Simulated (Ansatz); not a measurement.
Start from `OC(O)(F)CF` and change one atom or group to get `CC(O)(F)CF`.

Ansatz, PBE0-D4/def2-TZVP geometries, multiplicity 1. Each molecule was computed in one conformer, which needn't be the lowest.

```json
{"property": "LUMO energy (B3LYP/def2-TZVPP) / eV", "`OC(O)(F)CF`": "0.71"}
{"property": "LUMO energy (ωB97M-V/def2-TZVPP) / eV", "`OC(O)(F)CF`": "2.56"}
{"property": "HOMO energy (ωB97M-V/def2-TZVPP) / eV", "`OC(O)(F)CF`": "-11.82"}
{"property": "HOMO energy (PBE0/def2-TZVPP) / eV", "`OC(O)(F)CF`": "-9.35"}
{"property": "HOMO–LUMO gap (B3LYP/def2-TZVPP) / eV", "`OC(O)(F)CF`": "9.82"}
{"property": "HOMO–LUMO gap (PBE0/def2-TZVPP) / eV", "`OC(O)(F)CF`": "10.49"}
```

(1) What does the change do to each property? (Estimate.)

Results:

(1) The calculation gave: 
```tsv
property	`CC(O)(F)CF`	shift
LUMO energy (B3LYP/def2-TZVPP) / eV	0.76	0.05
LUMO energy (ωB97M-V/def2-TZVPP) / eV	2.57	0.01
HOMO energy (ωB97M-V/def2-TZVPP) / eV	-11.43	0.39
HOMO energy (PBE0/def2-TZVPP) / eV	-8.98	0.37
HOMO–LUMO gap (B3LYP/def2-TZVPP) / eV	9.52	-0.30
HOMO–LUMO gap (PBE0/def2-TZVPP) / eV	10.12	-0.37
```

The zero-point energy changes by 61.9 kJ/mol with +6 modes.

B3LYP here is the variant with VWN-RPA as its local correlation; programs differ in this.
